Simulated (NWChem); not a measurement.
System: formaldehyde (CH₂O); SMILES O=C

All runs: NWChem. All runs use the structure optimised with B3LYP/6-31G* (spherical d). Solvent water, SMD (1 M gas to 1 M solution), gas-phase geometry.

### Question
Taking M06-2X/cc-pVQZ as the yardstick, which of these has the fewest basis functions while keeping “solvation free energy (kcal/mol)” within 0.5 kcal/mol of it: M06-2X/cc-pVDZ; M06-2X/cc-pVTZ; M06-2X/aug-cc-pVTZ; M06-2X/aug-cc-pVDZ?

### Answer
M06-2X/aug-cc-pVDZ.
| level | basis functions | solvation free energy (kcal/mol) | relative time (rough) |
|---|---|---|---|
| M06-2X/cc-pVDZ | 38 | -1.2 | 1 |
| M06-2X/aug-cc-pVDZ | 64 | -2.1 | 2 |
| M06-2X/cc-pVTZ | 88 | -2.1 | 3 |
| M06-2X/aug-cc-pVTZ | 138 | -2.3 | 10 |
| M06-2X/cc-pVQZ | 170 | -2.1 | 20 |

The yardstick is one finite set, not the basis-set limit.
